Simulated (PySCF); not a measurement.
Predicted microwave data (PBE0-D3(BJ)/def2-SVP geometry optimisation, gas phase (PySCF 2.14.0)) for one isomer of C3H3F:

```
Rotational constants : A = 22928, B = 7011, C = 5571 MHz
Dipole components    : |μa| = 0.88 D, |μb| = 0.38 D, |μc| = 0.00 D
Inertial defect      : -3.42 u·Å²
κ                    : -0.83
```

Question: Which candidate fits, each taken in the one conformer that was computed?
A. `C#CCF`
B. `C1(F)CC=1`
C. `FC1C=C1`

Answer: B. It is FC1=CC1, an asymmetric top, point group Cs. The candidates at the same level (rigid rotor, commonest isotopes):

```csv
SMILES,A (MHz),B (MHz),C (MHz),μa (D),μb (D),μc (D),Δ (u·Å²),point group,rotor
C#CCF,36604,4576,4176,1.01,1.36,0.00,-3.21,Cs,near-prolate asymmetric top
FC1C=C1,22922,7160,6375,2.03,0.00,0.46,-13.36,Cs,near-prolate asymmetric top
FC1=CC1,22928,7011,5571,0.88,0.38,0.00,-3.42,Cs,asymmetric top
```

`C#CCF` has A 60 % too high; `FC1C=C1` has C 14 % too high. In the right answer the mirror of this Cs structure is the ab plane, so μc vanishes by symmetry. No structure here is proved a minimum.
